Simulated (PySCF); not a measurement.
Series nitrenes, diatomics and small unsaturated species, computed as singlets and as triplets. All species are isolated molecules in the gas phase. One relaxed conformer stands for each flexible species; it need not be the lowest. Strings in code marks are SMILES.

The numbers are results of PBE-D3(BJ)/def2-TZVP // B3LYP-D3(BJ)/def2-TZVP (PySCF 2.14.0), not measurements. 

A: multiplicity 3 (`[Si]=[SiH2]` (excited triplet))
B: multiplicity 3 (`[CH+]` (excited triplet))
C: multiplicity 3 (`[B]F` (excited triplet))
D: multiplicity 3 (`[SiH2]=O` (excited triplet))

Question: A design calls for the lowest highest occupied spin orbital in this set. Which member fits?

Answer: B (-16.94 eV); next is D (-5.31 eV).
